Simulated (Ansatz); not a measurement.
# C2H2N2: the cost of one run

Method: the levels named in each step, in Ansatz 0.2.0.

## (1) The structure to begin with

Bond lengths: H1–N2 1.017 Å, N2–C3 1.256 Å, C3–C4 1.425 Å, C4–N5 1.145 Å, C3–H6 1.101 Å. Angles: H1–N2–C3 115.9°, N2–C3–C4 120.5°, N2–C3–H6 126.8°, C4–C3–H6 112.8°, C3–C4–N5 177.1°.

Structure file:

```xyz
6

H    -2.5203   -0.2987   -0.0519
N    -1.5366   -0.5563   -0.0202
C    -0.7194    0.3971   -0.0301
C     0.6830    0.1475    0.0118
N     1.8182    0.0050    0.0446
H    -0.9601    1.4707   -0.0694
```

## (2) A rough first relaxation, PBE-D4/def2-SVP

This run stands in another session on the same molecule. It ended at:

```xyz
6

H    -2.5186   -0.2342   -0.0543
N    -1.5511   -0.6015   -0.0188
C    -0.7272    0.3811   -0.0296
C     0.7016    0.1487    0.0125
N     1.8658    0.0109    0.0452
H    -1.0057    1.4602   -0.0702
```

## (3) Relaxation, PBE0-D4/def2-TZVPP

This run stands in another session on the same molecule. It ended at:

```xyz
6

H    -2.4981   -0.2391   -0.0535
N    -1.5391   -0.5811   -0.0193
C    -0.7267    0.3859   -0.0297
C     0.6931    0.1420    0.0126
N     1.8356    0.0140    0.0444
H    -1.0000    1.4436   -0.0696
```

## (4) Relaxation, CCSD(T)/cc-pV(T+d)Z

input.yaml

```yaml
crystal:
  periodic: [false, false, false]
  atoms:
    - { symbol: H, position_ang: [-2.49809366, -0.23914386, -0.05345269] }
    - { symbol: "N", position_ang: [-1.5390873, -0.58111282, -0.01933443] }
    - { symbol: C, position_ang: [-0.72669654, 0.38590409, -0.02974072] }
    - { symbol: C, position_ang: [0.69313772, 0.14196785, 0.01259329] }
    - { symbol: "N", position_ang: [1.83561139, 0.01395002, 0.04440602] }
    - { symbol: H, position_ang: [-1.0000116, 1.44364473, -0.06957146] }
basis:
  gaussian: { orbitals: "cc-pV(T+d)Z.json" }
correlation:
  method: ccsd_t
relax:
  f_tol: 0.002
  max_steps: 40
```

Started as:

```sh
> ansatz run input.yaml --threads 8 --pin off --max-ram 22528MiB --backend cpu --events-out ev --progress --plain --runs-dir out
```

What time and memory should one allow on 8 threads of Intel Xeon Platinum 8375C at 2.90GHz (Ice Lake), shared host?

About 3.3 min, with a peak of 2.3 GiB.
